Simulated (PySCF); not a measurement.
**Nuclear quadrupole coupling in `C=C/C=C\[O-]`**

Compound: C4H5O (charge -1).
Geometry (PBE0-D3(BJ)/def2-SVP, Å), atoms numbered from 1 in this order:
```
atom  x, y, z in Å
C1    -2.2002    0.9323   -0.2886
C2    -1.0013    0.3647    0.0244
C3     0.3175    0.8702   -0.1419
C4     1.4604    0.1415    0.2389
O5     1.5452   -0.9886    0.7501
H6    -2.2629    1.9291   -0.7428
H7    -3.1454    0.4132   -0.0988
H8    -1.0144   -0.6383    0.4774
H9     0.4688    1.8633   -0.5838
H10    2.4249    0.7070    0.0285
```

Field gradients from the PBE0/pcSseg-1 density (PySCF, non-relativistic), principal values in atomic units, ordered |Vxx| ≤ |Vyy| ≤ |Vzz|:

| atom | Vxx | Vyy | Vzz |
| --- | --- | --- | --- |
| O5 | 0.4694 | 0.9904 | -1.4599 |

Problem. Find the asymmetry η = (Vxx − Vyy)/Vzz and the couplings χ = eQV/h (234.96 MHz × Q in barn × V in au), with Q(17O) = −0.0256 b.

Solution. 
| atom | environment | nucleus | η | χzz (MHz) | χxx (MHz) | χyy (MHz) |
| --- | --- | --- | --- | --- | --- | --- |
| O5 | enolate oxygen | 17O | 0.36 | 8.78 | -2.82 | -5.96 |

The tensor is traceless: Vxx + Vyy + Vzz = 0.

Problem. What is Vzz at O5 in SI units (1 au = 9.71736 × 10²¹ V/m²)?

Solution. -1.4599 au = -14.186 × 10²¹ V/m².

Problem. And the gradient at the other heavy atoms, for which no coupling is worked out here?

Solution. 
```json
{"atom": "C1", "environment": "terminal =CH2 carbon", "Vzz (au)": "0.101", "η": "0.11"}
{"atom": "C2", "environment": "alkene CH carbon", "Vzz (au)": "0.414", "η": "0.26"}
{"atom": "C3", "environment": "carbon bonded to 2 C and H", "Vzz (au)": "0.113", "η": "0.70"}
{"atom": "C4", "environment": "vinylic carbon bearing oxygen", "Vzz (au)": "0.385", "η": "0.52"}
```

Were the hydrogens deuterons (Q(2H) = 0.00286 b), χzz would run from 163 kHz (H10) to 216 kHz (H7).

Isolated species at its PBE0-D3(BJ)/def2-SVP geometry (one conformer only). The pcSseg-1 basis has no diffuse functions, a weakness for an anion. The HOMO energy is positive at this level (+0.15 eV), so the outermost electrons may be held by the finite basis alone. With a basis this small, the couplings can be 20 % off.

These values come from a run that also computed NMR shieldings. The run took 5.6 s of wall time on an Arm Neoverse V2 with one thread (shared host).
